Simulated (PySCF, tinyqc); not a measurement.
CCD on RHF in the sto-6g basis, for CH2, spin multiplicity 1, step by step. The lowest restricted solution is unstable here: a spin-polarised one lies 0.0301 hartree lower (PySCF). One step of it, computed by the program tinyqc.

Question. CCD: starting amplitudes. t_ij^ab = <ij||ab> / (e_i + e_j - e_a - e_b), whose energy is MP2.

orbital energies (hartree): MO1 -11.152044, MO2 -0.797816, MO3 -0.491835, MO4 -0.299474, MO5 0.228248, MO6 0.556359, MO7 0.628720

Two-electron integrals over orbitals (pq|rs), unique and non-zero (hartree):
```
(11|11) 3.521263    (21|11) -0.297460   (21|21) 0.040858    (22|11) 0.719320
(22|21) -0.007793   (22|22) 0.540439    (31|11) -0.007083   (31|21) 0.000798
(31|22) -0.000837   (31|31) 0.007393    (32|11) 0.001487    (32|21) -0.000445
(32|22) -0.006771   (32|31) 0.012309    (32|32) 0.138288    (33|11) 0.588845
(33|21) -0.002123   (33|22) 0.502754    (33|31) 0.000380    (33|32) 0.003979
(33|33) 0.511526    (41|11) 0.174101    (41|21) -0.020913   (41|22) 0.014663
(41|31) -0.000619   (41|32) 0.000042    (41|33) 0.005978    (41|41) 0.027945
(42|11) -0.100619   (42|21) 0.007947    (42|22) 0.020361    (42|31) 0.000125
(42|32) -0.000375   (42|33) 0.021687    (42|41) 0.012011    (42|42) 0.078962
(43|11) -0.005996   (43|21) 0.000318    (43|22) -0.001725   (43|31) -0.002553
(43|32) 0.027015    (43|33) 0.001028    (43|41) 0.000349    (43|42) 0.002326
(43|43) 0.035888    (44|11) 0.798097    (44|21) -0.012765   (44|22) 0.495497
(44|31) -0.000124   (44|32) 0.001337    (44|33) 0.456083    (44|41) -0.011212
(44|42) -0.087595   (44|43) -0.004102   (44|44) 0.649165    (51|51) 0.022141
(52|51) 0.023442    (52|52) 0.090813    (53|51) 0.000562    (53|52) 0.001610
(53|53) 0.019095    (54|51) -0.013373   (54|52) -0.040618   (54|53) -0.001198
(54|54) 0.051284    (55|11) 0.853312    (55|21) -0.008871   (55|22) 0.542561
(55|31) -0.000193   (55|32) 0.000477    (55|33) 0.473012    (55|41) 0.004594
(55|42) -0.051507   (55|43) -0.003300   (55|44) 0.575385    (55|55) 0.673218
(61|11) 0.217091    (61|21) -0.032307   (61|22) -0.000251   (61|31) -0.002880
(61|32) -0.003242   (61|33) -0.001375   (61|41) 0.005826    (61|42) -0.015375
(61|43) 0.000321    (61|44) 0.019525    (61|55) 0.005469    (61|61) 0.033041
(62|11) -0.244870   (62|21) 0.005745    (62|22) -0.084911   (62|31) -0.001464
(62|32) -0.003441   (62|33) -0.028062   (62|41) -0.014934   (62|42) 0.001077
(62|43) 0.006319    (62|44) -0.069207   (62|55) -0.123385   (62|61) 0.003496
(62|62) 0.095258    (63|11) -0.051708   (63|21) 0.001138    (63|22) -0.016454
(63|31) -0.001591   (63|32) 0.064395    (63|33) -0.003576   (63|41) -0.000208
(63|42) 0.011145    (63|43) 0.033197    (63|44) -0.022955   (63|55) -0.027053
(63|61) -0.000576   (63|62) 0.021931    (63|63) 0.085735    (64|11) -0.114725
(64|21) -0.000079   (64|22) -0.036307   (64|31) 0.001536    (64|32) 0.013361
(64|33) -0.002745   (64|41) -0.001600   (64|42) 0.016891    (64|43) 0.000912
(64|44) -0.068397   (64|55) -0.058517   (64|61) 0.000864    (64|62) 0.048292
(64|63) 0.018386    (64|64) 0.041437    (65|51) -0.015308   (65|52) -0.052658
(65|53) -0.004543   (65|54) 0.011354    (65|65) 0.040719    (66|11) 0.690327
(66|21) -0.006197   (66|22) 0.524738    (66|31) 0.002650    (66|32) 0.037841
(66|33) 0.504743    (66|41) 0.020789    (66|42) 0.051193    (66|43) 0.015194
(66|44) 0.454242    (66|55) 0.497420    (66|61) -0.007193   (66|62) -0.062572
(66|63) 0.022898    (66|64) -0.015543   (66|66) 0.574243    (71|11) 0.043123
(71|21) -0.006663   (71|22) -0.000842   (71|31) 0.012078    (71|32) 0.018626
(71|33) 0.000529    (71|41) 0.001324    (71|42) -0.002751   (71|43) -0.004557
(71|44) 0.003705    (71|55) 0.001058    (71|61) 0.002636    (71|62) -0.002132
(71|63) -0.002576   (71|64) 0.002712    (71|66) 0.003378    (71|71) 0.021553
(72|11) -0.051798   (72|21) 0.001097    (72|22) -0.016696   (72|31) 0.008925
(72|32) 0.002427    (72|33) -0.004986   (72|41) -0.002731   (72|42) 0.002422
(72|43) -0.032757   (72|44) -0.016036   (72|55) -0.025701   (72|61) -0.002206
(72|62) 0.009797    (72|63) -0.041818   (72|64) 0.011184    (72|66) -0.020017
(72|71) 0.013868    (72|72) 0.057530    (73|11) 0.247517    (73|21) -0.005489
(73|22) 0.057474    (73|31) -0.000121   (73|32) 0.013546    (73|33) 0.024977
(73|41) -0.000741   (73|42) -0.060523   (73|43) 0.002514    (73|44) 0.117548
(73|55) 0.126294    (73|61) 0.006021    (73|62) -0.070567   (73|63) -0.009128
(73|64) -0.046827   (73|66) 0.013189    (73|71) 0.001126    (73|72) -0.023048
(73|73) 0.118863    (74|11) -0.018180   (74|21) 0.000080    (74|22) -0.002573
(74|31) -0.008387   (74|32) -0.071340   (74|33) -0.003347   (74|41) -0.000407
(74|42) 0.001700    (74|43) 0.004581    (74|44) -0.010984   (74|55) -0.008954
(74|61) 0.002852    (74|62) 0.011004    (74|63) -0.038199   (74|64) -0.005246
(74|66) -0.022098   (74|71) -0.013407   (74|72) -0.006888   (74|73) -0.015713
(74|74) 0.062764    (75|51) -0.003037   (75|52) -0.010687   (75|53) 0.017848
(75|54) 0.002547    (75|65) 0.003655    (75|75) 0.023055    (76|11) -0.005468
(76|21) 0.000469    (76|22) 0.008406    (76|31) -0.007668   (76|32) -0.100751
(76|33) -0.004243   (76|41) 0.003242    (76|42) 0.011933    (76|43) -0.036770
(76|44) -0.011285   (76|55) -0.002790   (76|61) -0.000122   (76|62) -0.005990
(76|63) -0.067227   (76|64) -0.010525   (76|66) -0.026797   (76|71) -0.012081
(76|72) 0.021652    (76|73) -0.022564   (76|74) 0.048332    (76|76) 0.099419
(77|11) 0.735765    (77|21) -0.008183   (77|22) 0.514473    (77|31) -0.003269
(77|32) -0.040270   (77|33) 0.509049    (77|41) 0.004460    (77|42) -0.010975
(77|43) -0.015319   (77|44) 0.514045    (77|55) 0.520563    (77|61) 0.006482
(77|62) -0.046692   (77|63) -0.039998   (77|64) -0.021159   (77|66) 0.497653
(77|71) -0.003591   (77|72) -0.001299   (77|73) 0.056905    (77|74) 0.016769
(77|76) 0.031744    (77|77) 0.562353
```

Give: Starting amplitudes; correlation energy.

Answer.

Starting amplitudes (spin orbitals 1a, 1b, ...; amplitudes related by a flip of all spins are not repeated; the 24 largest):

| from | to | t |
|---|---|---|
| 3a 3b | 7a 7b | -0.053 |
| 4a 4b | 5a 5b | -0.049 |
| 2a 2b | 5a 5b | -0.044 |
| 3a 3b | 6a 6b | -0.041 |
| 2a 2b | 6a 6b | -0.035 |
| 4a 4b | 7a 7b | -0.034 |
| 2a 3b | 6a 7b | 0.029 |
| 2a 4b | 5a 5b | 0.026 |
| 4a 4b | 6a 6b | -0.024 |
| 3a 4b | 6b 7a | -0.024 |
| 2a 4b | 6a 6b | -0.022 |
| 2a 2b | 7a 7b | -0.020 |
| 3a 4b | 6a 7b | 0.019 |
| 2a 3b | 6b 7a | -0.017 |
| 3a 3b | 5a 5b | -0.013 |
| 2a 3a | 6a 7a | 0.012 |
| 3a 4b | 6a 6b | -0.010 |
| 2a 3b | 6a 6b | -0.009 |
| 2a 3b | 7a 7b | 0.009 |
| 3a 4b | 7a 7b | 0.008 |
| 2a 4b | 6b 7a | 4.90e-03 |
| 2a 4b | 6a 7b | -4.82e-03 |
| 3a 4a | 6a 7a | -4.37e-03 |
| 3a 3b | 6a 7b | 4.21e-03 |

correlation energy = -0.04046 hartree
